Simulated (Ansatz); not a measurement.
**BH (triplet): wave-function methods side by side, aug-cc-pVTZ**

Aim: climb from Hartree-Fock through coupled cluster and multireference methods for BH (triplet) at one geometry and basis, and see what each rung misses.

Method: aug-cc-pVTZ, correlated electrons: outside noble gas; program: Ansatz 0.2.0, Gaussian basis.

The runs, in order: UHF; CCSD(T) on ROHF; CCSD(T) on UHF; BCCD(T) on ROHF; CCSDT(Q) on ROHF; CCSDT(Q) on UHF; CASSCF and MRCISD+Q, 4 electrons in 5 orbitals; CASSCF and NEVPT2, 4 electrons in 5 orbitals; Full CI.

## Step 1: What is computed

The geometry is a PBE0/def2-TZVPD stationary point (not a proven minimum) of the parent state, kept for this charge and spin.

2 atoms, charge 0, spin multiplicity 3.

Atoms are counted from 1 here; the program's logs count them from 0.

Bond lengths: B1–H2 1.263 Å.

In the tables R marks a restricted open-shell determinant and U an unrestricted one; 'valence' is the active space of 4 electrons in 5 orbitals; correlation energies count from the lowest restricted Hartree-Fock solution.

## Step 2: UHF

Contents of in.yaml:

```yaml
crystal:
  periodic: [false, false, false]
  atoms:
    - {symbol: B, position_ang: [0.000000, 0.000000, 0.000000]}
    - {symbol: H, position_ang: [0.000000, 0.000000, 1.262771]}
basis:
  gaussian: {orbitals: aug-cc-pVTZ}
magnetization: {spin_polarized: true, initial_magnetization: 2}
hamiltonian: {xc: hf}
output: {orbitals: {seedname: orbitals}}
```

Launch:

```console
> ansatz run in.yaml --threads 1 --pin off --events-out ev --progress --plain --max-ram 2816MiB --backend cpu
```

The runs that follow: CCSD(T) on ROHF; CCSD(T) on UHF; BCCD(T) on ROHF; CCSDT(Q) on ROHF; CCSDT(Q) on UHF; CASSCF and MRCISD+Q, 4 electrons in 5 orbitals; CASSCF and NEVPT2, 4 electrons in 5 orbitals; Full CI.

**Question.** What will the summary of the whole plan be? Wanted: correlation energy, FCI; RMP2 from FCI; UMP2 from FCI; RCCSD from FCI; RCCSD(T) from FCI; UCCSD(T) from FCI; RCCSDT(Q) from FCI; UCCSDT(Q) from FCI; NEVPT2 valence from FCI.

As calculated:

| quantity | value |
| --- | --- |
| correlation energy, FCI | -1.8820 eV |
| RMP2 from FCI | +43.7 kJ/mol |
| UMP2 from FCI | +43.3 kJ/mol |
| RCCSD from FCI | +5.4 kJ/mol |
| RCCSD(T) from FCI | +1.3 kJ/mol |
| UCCSD(T) from FCI | +1.2 kJ/mol |
| RCCSDT(Q) from FCI | 0.0 kJ/mol |
| UCCSDT(Q) from FCI | -0.1 kJ/mol |
| NEVPT2 valence from FCI | +36.8 kJ/mol |
| MRCISD+Q valence from FCI | +3.7 kJ/mol |
| levels of the table within 1 kcal/mol (43 meV) | RCCSD(T), UCCSD(T), BCCD(T), RCCSDT, UCCSDT, RCCSDT(Q), UCCSDT(Q), MRCISD+Q valence |
| T1 diagnostic | 0.026 |
| effectively unpaired electrons | 2.02 |

**Reading.** RCCSD(T) misses by +1.3 kJ/mol, 0.7 % of the correlation energy. One determinant dominates. Of the multireference levels listed MRCISD+Q valence comes nearest in total energy (+3.7 kJ/mol), which doesn't show that its space is the better one. These misses are within one basis, not against nature; the frozen cores of restricted and unrestricted runs differ, which can shift their rows.
